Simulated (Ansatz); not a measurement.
# N2 (singlet): the correlation ladder, 6-31G*

One table from this session's results is given with a row withheld; the runs are named, their logs left out.

Program: Ansatz 0.2.0, Gaussian basis. Level of theory: 6-31G*, core rule «outside noble gas», up to 2 orbitals frozen. These are calculated values, not measurements.

The runs, in order: UHF; CCSD(T) on RHF; BCCD(T) on RHF; CISD; CCSDT(Q) on RHF; CISDTQ; CCSDTQ on RHF; CASSCF and MRCISD+Q, 10 electrons in 8 orbitals; CASSCF and NEVPT4(SD), 10 electrons in 8 orbitals; CASSCF and NEVPT2, 10 electrons in 8 orbitals.

9 further runs of the same task are left out: 9 set aside as unsound or not needed.

## The geometry

The geometry is an MP2(full)/6-31G* stationary point (not a proven minimum).

2 atoms, charge 0, spin multiplicity 1.

Atoms are counted from 1 here; the program's logs count them from 0.

Bond lengths: N1–N2 1.130 Å.

The first run:

in.yaml reads:

```yaml
crystal:
  periodic: [false, false, false]
  atoms:
    - {symbol: N, position_ang: [0.000000, 0.000000, 0.000000]}
    - {symbol: N, position_ang: [0.000000, 0.000000, 1.129980]}
basis:
  gaussian: {orbitals: "6-31G*"}
magnetization: {spin_polarized: true, initial_magnetization: 0}
hamiltonian: {xc: hf}
output: {orbitals: {seedname: orbitals}}
```

The run is started by

```
> ansatz run in.yaml --threads 1 --pin off --events-out ev --progress --plain --max-ram 3956MiB --backend cpu
```

Among the steps run: UHF; CCSD(T) on RHF; BCCD(T) on RHF; CISD; CCSDT(Q) on RHF; CISDTQ; CCSDTQ on RHF; CASSCF and MRCISD+Q, 10 electrons in 8 orbitals; CASSCF and NEVPT4(SD), 10 electrons in 8 orbitals; CASSCF and NEVPT2, 10 electrons in 8 orbitals.

One table of the session follows, with a row left open; its other results are not shown here.

It belongs to the step «Misses and costs». 

```
            method  from RCCSDTQ (meV)
               RHF             +9101.9
              RMP2              +397.7
              CISD             +1021.6
             RCCSD              +403.0
          RCCSD(T)               +44.6
           BCCD(T)               +44.2
            RCCSDT               +45.3
            CISDTQ               +60.6
         RCCSDT(Q)                -7.8
           RCCSDTQ                   0
    CASSCF valence             +4854.6
    NEVPT2 valence              +876.7
NEVPT4(SD) valence               +50.7
    MRCISD valence              +218.1
  MRCISD+Q valence                   ?
```

Q: Estimate the row for MRCISD+Q valence from the others.

As computed: from RCCSDTQ (meV): -5.8. In the column «from RCCSDTQ (meV)» it lies between RCCSDT(Q) (-7.8) and RCCSDTQ (0).
